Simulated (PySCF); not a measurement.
## `[Na][Na]`, Na₂

Geometry:
```csv
atom,x (Å),y (Å),z (Å)
Na1,1.562,-0.004,-0.003
Na2,-1.562,0.004,-0.012
```

Theory: GIAO wB97X/aug-pcSseg-2 magnetisability, rotational g tensor and spin-rotation constants, non-relativistic, gas phase in PySCF. Geometry: PBE0-D3(BJ)/def2-SVP.

Q: How diamagnetic is it, and how anisotropic?

A: Isotropic -760 × 10⁻³⁰ J/T², or -45.8 × 10⁻⁶ cm³/mol; principal values -787, -787, -705 × 10⁻³⁰ J/T², anisotropy 82 × 10⁻³⁰ J/T² (root of half the summed squared differences of the principal values). The susceptibility is in cgs units.

Q: Split it along the inertial axes a, b, c into diamagnetic and paramagnetic parts about the centre of mass, with the quadrupole moment.

A: 
```csv
axis,χ (10⁻⁶ cm³/mol),diamagnetic (10⁻⁶ cm³/mol),paramagnetic (10⁻⁶ cm³/mol),summed x² of all electrons (Å²),quadrupole Θ (D Å)
a,-42.5,-42.5,0.0,55.3,+16.30
b,-47.4,-255.8,208.4,5.0,-8.15
c,-47.4,-255.8,208.4,5.0,-8.15
```
Anisotropies 2χaa − χbb − χcc = +9.9 and 2χbb − χaa − χcc = -4.9 × 10⁻⁶ cm³/mol. Θ is traceless in Buckingham's convention.

Q: And the rotational g tensor?

A: 
| axis | rotational constant (GHz) | g | nuclear part | electronic part |
| --- | --- | --- | --- | --- |
| b | 4.5054 | +0.0410 | 0.4820 | -0.4410 |
| c | 4.5054 | +0.0410 | 0.4820 | -0.4410 |

Linear; isotopes 23Na; no vibrational averaging.
